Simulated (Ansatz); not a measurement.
Predict the output of the script below (the Ansatz DFT code, driven from Python).

Contents of `hsi.xyz`:
```text
2

Si    0.00000    0.00000    0.00000
H     0.00000    0.00000    1.53500
```

Script `hsi_x2c.py`:
```python
"""HSi(-) with and without the spin-free two-component Hamiltonian."""

from dataclasses import dataclass
import logging
import sys

import ansatz as az
import numpy as np

logging.basicConfig(stream=sys.stdout, format="%(levelname)s %(message)s")
logger = logging.getLogger("hsi")
logger.setLevel(logging.INFO)


@dataclass(frozen=True)
class RunConfig:
    xc: str = "pbe"
    charge: int = -1


opts = RunConfig()

mol = az.Crystal.molecule_from_extxyz("hsi.xyz")

model = (
    mol.calculation()
    .functional(opts.xc)
    .charge(opts.charge)
    .spin("collinear", total=2)
    .forces()
)
# a set contracted for a scalar-relativistic Hamiltonian goes with the relativistic run
sets = {"none": "cc-pVTZ", "scalar": "cc-pVTZ-DK"}
found = {kind: model.basis(gaussian=basis).pseudopotentials(relativity=kind).run().report for kind, basis in sets.items()}
for kind, each in found.items():
    dipole = 4.803205 * np.linalg.norm(each["charge_distribution"]["dipole_moment_e_ang"])
    logger.info(f"{kind:7s} E = {each['free_energy_ev']:.4f} eV  dipole {dipole:.3f} D  largest force component {np.abs(each['forces_ev_ang']).max():.4f} eV/A")
logger.info(f"relativity lowers the total energy by {found['none']['free_energy_ev'] - found['scalar']['free_energy_ev']:.3f} eV")
```

```console
$ python hsi_x2c.py
INFO none    E = -7888.0271 eV  dipole 0.188 D  largest force component 0.5559 eV/A
INFO scalar  E = -7904.6209 eV  dipole 0.171 D  largest force component 0.5601 eV/A
INFO relativity lowers the total energy by 16.594 eV
```

Reading the output:
- Total energies depend on the basis set; only differences at equal settings carry meaning.
- The geometry is a force-field or estimated start, not a minimum of this method. The basis set changes with the Hamiltonian (a set recontracted for scalar relativity), and most of the change in the total lies in the cores.
- The run takes the species as open-shell (spin multiplicity 3), which needn't be its ground state.
- An ion's dipole depends on the origin; the program takes it about the centre of nuclear charge.
- The spin state was assumed, and another may lie lower.
- Anions want diffuse functions, which this basis lacks.
- Timing: 1.2 s on 1 thread of AMD EPYC 9B14 (Zen 4) (shared host), peak memory 0.17 GiB.
